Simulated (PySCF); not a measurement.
Species: C3H3F.
Atom-mapped SMILES: `[F:1][CH:2]1[CH:3]=[CH:4]1`

Probes without a nucleus sit at each ring's centroid and 1 Å off its mean plane on both sides; NICS is minus the shielding there, NICSzz its component along the normal. Level: GIAO PBE0/pcSseg-1 (PySCF, non-relativistic, gas phase) on the PBE0-D3(BJ)/def2-SVP geometry, one conformer.

Ring bond lengths (Å), with Mayer bond orders in brackets: C2–C3 1.467 (0.96), C3–C4 1.308 (1.67), C4–C2 1.467 (0.96).

**Question.** What do the NICS probes read (ppm)?

**Answer.** 
```tsv
ring	type	NICS(0)	NICS(1), two faces	NICS(1)zz, two faces	rms pucker (Å)	centre to ring atoms, mean (Å)
C2–C3–C4	3-membered carbocycle; formal bonds 1 double, 2 single	-28.4	-7.8 / -11.2	-13.7 / -23.5	0.00	0.82
```

**Question.** What do they say, and how far can they be read as aromaticity?

**Answer.** 
- C2–C3–C4: mean NICS(1)zz -18.6 ppm, shielded. C2 has four or more neighbours, and the NICS criterion for π rings isn't applied. The two faces differ by 9.8 ppm, so no symmetry operation interchanges them. NICS(0) lies 19 ppm below the mean NICS(1).

**Question.** How shielded are the nuclei of the rings and their hydrogens (means over atoms taken as equivalent)?

**Answer.** 
| atoms | environment | σ isotropic (ppm) | principal values of the symmetric part, first atom (ppm) |
| --- | --- | --- | --- |
| C2 | sp3 C–F carbon | 121.4 | 67.7, 70.8, 225.7 |
| C3 (×2) | alkene CH carbon | 52.9 | -81.6, 50.8, 189.3 |
| H on C2 | methine hydrogen | 26.43 | 21.3, 25.2, 32.7 |
| H on C3 (×2) | vinylic hydrogen | 23.40 | 20.3, 24.6, 25.4 |

**Question.** How do the values depend on the level or the medium?

**Answer.** 
| level | NICS(0), C2–C3–C4 | mean NICS(1)zz, C2–C3–C4 |
| --- | --- | --- |
| PBE0/pcSseg-1, gas | -28.4 | -18.6 |
| wB97X-D/pcSseg-2, gas | -29.1 | -19.5 |

The geometry is the same throughout.
